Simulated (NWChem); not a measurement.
# methylamine (CH₅N); SMILES CN

Computed with NWChem. Structure relaxed at the PBE0/def2-SVP level. Solvent water, SMD (1 M gas to 1 M solution), gas-phase geometry.

Problem. Predict the results for B3LYP/aug-cc-pVTZ. Quantities: solvation free energy (kcal/mol); cavity-dispersion-structure term (kcal/mol); dipole in solution (D).

Solution. 
```
Property                                     Result
-------------------------------------------  ------
solvation free energy (kcal/mol)               -3.5
cavity-dispersion-structure term (kcal/mol)     1.0
dipole in solution (D)                         1.80
```
